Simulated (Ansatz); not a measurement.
`CP(C)(C)=S`. Total charge 0; spin multiplicity 1. All single points use the PBE0-D4/def2-TZVP geometry.

```xyz
14

C     0.125    1.571   -0.520
P     0.576   -0.110   -0.015
C    -0.176   -0.301    1.622
C    -0.416   -1.180   -1.090
S     2.479   -0.474   -0.066
H     0.628    2.279    0.139
H    -0.955    1.727   -0.476
H     0.480    1.736   -1.538
H     0.322    0.377    2.316
H    -0.012   -1.324    1.963
H    -1.247   -0.086    1.600
H    -1.479   -0.938   -1.027
H    -0.256   -2.217   -0.792
H    -0.070   -1.059   -2.117
```

(1) What is the dipole moment at r2SCAN/def2-TZVPP? (An estimate is asked.)

(2) And with PBE, B3LYP, ωB97M-V? (Estimate.)

(3) Give the Mulliken charges with r2SCAN, B3LYP, ωB97M-V in def2-TZVPP. (An estimate is asked.)

Answers

(1) Ansatz gave: 4.79 D, with components (-4.70, 0.90, 0.12) D in this frame, pointing from negative to positive charge.

(2) Ansatz gave: PBE 4.60 D, B3LYP 4.75 D, ωB97M-V 4.81 D.

(3) The calculation gave: 
| atom | r2SCAN | B3LYP | ωB97M-V |
| --- | --- | --- | --- |
| C1 | -0.23 | -0.30 | -0.35 |
| P2 | 0.43 | 0.40 | 0.33 |
| C3 | -0.23 | -0.30 | -0.35 |
| C4 | -0.23 | -0.30 | -0.35 |
| S5 | -0.49 | -0.49 | -0.43 |
| H6 | 0.09 | 0.12 | 0.14 |
| H7 | 0.07 | 0.10 | 0.11 |
| H8 | 0.09 | 0.12 | 0.14 |
| H9 | 0.09 | 0.12 | 0.14 |
| H10 | 0.09 | 0.12 | 0.14 |
| H11 | 0.07 | 0.10 | 0.11 |
| H12 | 0.07 | 0.10 | 0.11 |
| H13 | 0.09 | 0.12 | 0.14 |
| H14 | 0.09 | 0.12 | 0.14 |

B3LYP here is the variant with VWN-RPA as its local correlation; programs differ in this.
